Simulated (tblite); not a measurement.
Isomers of C3H4FP. All values are computed: GFN2-xTB (tblite) harmonic vibrations without scaling, gas phase. This tight-binding method is rough: wavenumbers can miss measured ones by several per cent, in bad cases by 10 to 20. Modes of hydrogen on phosphorus can be 10 to 20 % off. One conformer each.

Electronic energies: GFN2-xTB at the same geometries; isomer energies are rough at this level and their order can be wrong.

```tsv
SMILES	electronic energy, lowest = 0 (kJ/mol)
C=C/P=C/F	46.7
[H]/P=C(/F)C=C	10.1
C[C@@H](F)C#P	0.0
```

Q: How do GFN2-xTB zero-point energies change the relative energies?

A: 
| SMILES | ZPE (kJ/mol) | of it from modes above 1550 cm⁻¹ | electronic (kJ/mol) | with ZPE, lowest = 0 (kJ/mol) | lowest mode (cm⁻¹) | rings |
| --- | --- | --- | --- | --- | --- | --- |
| C[C@@H](F)C#P | 162.7 | 82.1 | 0.0 | 0.0 | 119 | 0 |
| [H]/P=C(/F)C=C | 152.9 | 79.1 | 10.1 | 0.3 | 121 | 0 |
| C=C/P=C/F | 155.3 | 83.0 | 46.7 | 39.3 | 78 | 0 |

The zero-point energies span 9.8 kJ/mol, from `[H]/P=C(/F)C=C` to `C[C@@H](F)C#P`. The order is unchanged.

Q: What do entropy and thermal enthalpy add at 298.15 K and 1 bar (rigid rotor, harmonic oscillator, one conformer each)?

A: 
```csv
SMILES,point group,symmetry number,S (J/(mol K)),H − H(0) (kJ/mol),ZPE + H − H(0) − TS (kJ/mol)
C[C@@H](F)C#P,C1,1,323.1,17.81,84.2
[H]/P=C(/F)C=C,Cs,1,316.5,17.41,76.0
C=C/P=C/F,Cs,1,324.6,18.38,76.9
```
